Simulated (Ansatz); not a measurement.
Born–Oppenheimer molecular dynamics of CH8Si2 (11 atoms, charge 0, multiplicity 1). It starts from a relaxed structure.

Method: Ansatz 0.2.0, RKS BHLYP-D4/def2-SVP.

```
ensemble        : NVT, Nosé–Hoover chain
time step       : 2 fs
steps asked     : 40
set temperature : 700 K
thermostat      : time constant 100 fs, chain length 3 (defaults)
seed            : 729550
```

Frames 4 fs apart, positions in Å.

Velocities at 0 fs (Å/ps):

```
Si -3.06 4.98 -0.42
C -1.69 1.86 -1.64
H 1.15 -41.08 -2.90
H 2.48 -32.83 -9.54
H 18.53 -4.79 37.51
Si 3.61 1.99 1.24
H -19.56 -35.13 15.06
H -9.64 -34.02 -17.63
H -17.23 0.18 -44.75
H 13.94 -50.77 0.53
H 15.17 -17.80 18.49
```

```xyz
11
Properties=species:S:1:pos:R:3 time_fs=0 energy_less_start_eV=0.000 T=700
Si -0.037 0.069 0.036
C -0.048 -0.126 1.907
H -1.071 -0.124 2.293
H 0.425 -1.066 2.203
H 0.496 0.693 2.386
Si 2.158 0.064 -0.793
H 2.830 -1.218 -0.460
H 2.174 0.234 -2.267
H 2.940 1.168 -0.182
H -0.695 1.344 -0.350
H -0.794 -1.039 -0.600
11
Properties=species:S:1:pos:R:3 time_fs=4 energy_less_start_eV=0.429 T=393
Si -0.048 0.086 0.035
C -0.050 -0.121 1.905
H -1.071 -0.276 2.286
H 0.414 -1.139 2.147
H 0.536 0.637 2.509
Si 2.171 0.069 -0.789
H 2.744 -1.326 -0.404
H 2.137 0.098 -2.317
H 2.900 1.201 -0.342
H -0.685 1.225 -0.376
H -0.735 -1.109 -0.527
11
Properties=species:S:1:pos:R:3 time_fs=8 energy_less_start_eV=0.454 T=370
Si -0.051 0.094 0.038
C -0.044 -0.131 1.912
H -1.056 -0.339 2.281
H 0.387 -1.073 2.033
H 0.471 0.516 2.554
Si 2.180 0.065 -0.791
H 2.647 -1.273 -0.365
H 2.108 -0.033 -2.272
H 2.972 1.330 -0.431
H -0.835 1.369 -0.490
H -0.678 -1.163 -0.464
11
Properties=species:S:1:pos:R:3 time_fs=12 energy_less_start_eV=0.562 T=281
Si -0.055 0.106 0.040
C -0.053 -0.147 1.912
H -1.059 -0.320 2.279
H 0.485 -1.170 1.938
H 0.461 0.540 2.658
Si 2.185 0.064 -0.794
H 2.628 -1.197 -0.281
H 2.090 -0.144 -2.228
H 3.021 1.329 -0.517
H -0.902 1.355 -0.532
H -0.632 -1.184 -0.421
11
Properties=species:S:1:pos:R:3 time_fs=16 energy_less_start_eV=0.427 T=363
Si -0.059 0.127 0.040
C -0.049 -0.173 1.917
H -1.091 -0.306 2.282
H 0.500 -1.102 1.897
H 0.405 0.506 2.608
Si 2.184 0.069 -0.796
H 2.724 -1.199 -0.118
H 2.083 -0.238 -2.267
H 3.024 1.195 -0.599
H -0.854 1.149 -0.479
H -0.605 -1.179 -0.416
11
Properties=species:S:1:pos:R:3 time_fs=20 energy_less_start_eV=0.302 T=456
Si -0.056 0.140 0.044
C -0.057 -0.196 1.915
H -1.062 -0.341 2.254
H 0.525 -1.118 1.946
H 0.423 0.551 2.559
Si 2.177 0.065 -0.799
H 2.819 -1.100 0.001
H 2.096 -0.311 -2.264
H 3.122 1.180 -0.645
H -0.945 1.138 -0.500
H -0.587 -1.162 -0.453
11
Properties=species:S:1:pos:R:3 time_fs=24 energy_less_start_eV=0.589 T=261
Si -0.048 0.147 0.051
C -0.060 -0.208 1.904
H -1.094 -0.419 2.260
H 0.540 -1.175 2.052
H 0.446 0.599 2.497
Si 2.169 0.055 -0.802
H 2.854 -0.911 0.036
H 2.127 -0.369 -2.194
H 3.210 1.224 -0.684
H -1.091 1.255 -0.541
H -0.565 -1.135 -0.524
11
Properties=species:S:1:pos:R:3 time_fs=28 energy_less_start_eV=0.443 T=379
Si -0.046 0.155 0.053
C -0.056 -0.224 1.897
H -1.055 -0.449 2.263
H 0.474 -1.084 2.136
H 0.392 0.579 2.412
Si 2.165 0.053 -0.802
H 2.896 -0.829 0.104
H 2.158 -0.454 -2.180
H 3.129 1.193 -0.750
H -1.030 1.223 -0.449
H -0.541 -1.088 -0.615
11
Properties=species:S:1:pos:R:3 time_fs=32 energy_less_start_eV=0.564 T=310
Si -0.045 0.159 0.052
C -0.062 -0.234 1.882
H -1.061 -0.412 2.275
H 0.554 -1.149 2.206
H 0.358 0.663 2.441
Si 2.163 0.055 -0.800
H 2.930 -0.854 0.196
H 2.181 -0.562 -2.192
H 2.982 1.214 -0.841
H -0.875 1.172 -0.290
H -0.528 -1.032 -0.707
11
Properties=species:S:1:pos:R:3 time_fs=36 energy_less_start_eV=0.279 T=506
Si -0.035 0.148 0.051
C -0.055 -0.243 1.882
H -1.103 -0.362 2.272
H 0.565 -1.065 2.178
H 0.274 0.628 2.420
Si 2.160 0.051 -0.796
H 2.882 -0.836 0.188
H 2.191 -0.644 -2.116
H 2.894 1.390 -0.946
H -0.896 1.412 -0.200
H -0.550 -0.976 -0.783
11
Properties=species:S:1:pos:R:3 time_fs=40 energy_less_start_eV=0.547 T=314
Si -0.027 0.139 0.047
C -0.064 -0.244 1.886
H -1.061 -0.362 2.209
H 0.610 -1.063 2.157
H 0.258 0.657 2.426
Si 2.160 0.050 -0.792
H 2.832 -0.783 0.148
H 2.189 -0.710 -2.025
H 2.767 1.468 -1.029
H -0.837 1.563 -0.112
H -0.632 -0.910 -0.824
11
Properties=species:S:1:pos:R:3 time_fs=44 energy_less_start_eV=0.311 T=494
Si -0.023 0.137 0.041
C -0.065 -0.235 1.885
H -1.136 -0.458 2.188
H 0.621 -1.094 2.157
H 0.286 0.685 2.418
Si 2.159 0.058 -0.789
H 2.904 -0.773 0.220
H 2.179 -0.793 -2.022
H 2.614 1.383 -1.072
H -0.627 1.459 -0.031
H -0.770 -0.829 -0.821
```

Of the whole run (80 fs, mean temperature of the second half 397 K): The conserved energy wandered by up to 9.2 meV per atom (net 5.7 meV per atom), which is poor conservation. The mean temperature of the second half is 43 % below the set value. A step of 2 fs is long for free X–H stretches (periods near 10 fs) and can bias their spread and the temperature. A run of 0.08 ps of so small a system gives no equilibrium averages.

Time of the run: 62 s on 2 threads of Arm Neoverse V2, with other jobs on the host, peak memory 0.17 GiB.
